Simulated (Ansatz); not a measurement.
Reaction: H3BSO (SMILES B(S)O) → BH2S (SMILES [BH]S, doublet) + HO (SMILES [OH], doublet) (the B-O bond breaks)
Each species at its own B3LYP-D3(BJ)/def2-TZVP minimum (Ansatz, an electronic-structure program), one conformer.

Wanted: bond dissociation energy (electronic), in kcal/mol. UHF or UKS for unpaired electrons; spin-orbit terms are left out. CBS(X,Y): correlation extrapolated as X^-3, Hartree-Fock from the larger set (Q,5: extrapolated as (X+1)exp(-9√X)). A bracket is a step between two methods taken in the basis named. Functionals run without relativity, which enters their misses. Double hybrids freeze cores in their MP2 part. 'core' is core correlation in cc-pwCVTZ (1s frozen past Ne), 'X2C' scalar relativity in cc-pVTZ-DK, both at CCSD(T).

CCSD(T)/CBS(cc-pV(Q+d)Z,cc-pV(5+d)Z) + [CCSDT(Q) - CCSD(T)]/cc-pV(D+d)Z + core + X2C (Ansatz) gives 149.5 kcal/mol.

Task: What does PBE/def2-TZVPD (Ansatz) give here, and how do the other levels compare?

Result: PBE gives 146.6 kcal/mol, 2.9 kcal/mol below it. Differences of the others: r2SCAN/def2-TZVPD (Ansatz) -7.4; B3LYP/def2-TZVPD (Ansatz) -6.3; PBE0/def2-TZVPD (Ansatz) -5.4; wB97M-V/def2-TZVPD (Ansatz) 0.2; B2PLYP/def2-TZVPD (Ansatz) -3.3; CCSD(T)/CBS(cc-pV(Q+d)Z,cc-pV(5+d)Z) + core + X2C (Ansatz) 0.0 kcal/mol. Nearer than PBE: wB97M-V/def2-TZVPD, CCSD(T)/CBS(cc-pV(Q+d)Z,cc-pV(5+d)Z) + core + X2C.
